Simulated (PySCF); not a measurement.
**furan: calculation against experiment**

**Measured values to compare with.**

NIST CCCBDB Release 22 (SRD 101), experimental dipoles lists, for the gas: dipole moment (microwave Stark effect) 0.66 D.

From NIST CCCBDB Release 22 (SRD 101), experimental polarizabilities, for the gas: mean polarisability 7.23 Å³.

The runs below try to reproduce these values; the comparison stands at the end.

Species: furan, C4H4O.
SMILES with atom numbers: `[cH:1]1[cH:2][cH:3][o:4][cH:5]1` (hydrogens: H6 on C1; H7 on C2; H8 on C3; H9 on C5)

Geometry (GFN2-xTB, Å), atoms numbered from 1 in this order:
```
atom  x, y, z in Å
C1    -0.8489    0.5497   -0.1100
C2     0.5273    0.8722   -0.0092
C3     1.1780   -0.3148    0.1187
O4     0.3074   -1.3366    0.1035
C5    -0.9182   -0.8063   -0.0352
H6    -1.6665    1.2321   -0.2212
H7     0.9649    1.8489   -0.0299
H8     2.2173   -0.5545    0.2246
H9    -1.7477   -1.4846   -0.0665
```

The PySCF runs (gas phase, on this GFN2-xTB geometry; no spin–orbit coupling):

| level | job | basis functions | wall time |
| --- | --- | --- | --- |
| PBE0/def2-SVPD | 8 singlets by full TDDFT, 3 Tamm–Dancoff triplets, polarisability | 135 | 9.3 s |

Hardware: Arm Neoverse V2, one thread, no GPU, on a shared host.

## Comparison

**Dipole moment.** Measured: 0.66 D (NIST CCCBDB Release 22 (SRD 101), experimental dipoles).

| level | computed (D) | computed − measured (D) | % (from the printed values) |
| --- | --- | --- | --- |
| PBE0/def2-SVPD | 0.63 | -0.03 | -5 |

The computed dipoles belong to one fixed geometry; measured ones are averaged over vibrations unless marked μe. Magnitudes are compared, not signs.

**Mean polarisability.** Measured: 7.23 Å³ (NIST CCCBDB Release 22 (SRD 101), experimental polarizabilities).

```
         level  computed (Å³)  computed − measured (Å³)  % (from the printed values)
PBE0/def2-SVPD           6.85                     -0.38                           -5
```

The computed values are static and purely electronic, with core orbitals frozen in the response (1 au = 0.148185 Å³). The table of measured values doesn't say here whether a value is static or optical, or holds a vibrational part.

The geometry is computed, not the measured one. Where a level misses, the cause wasn't examined.
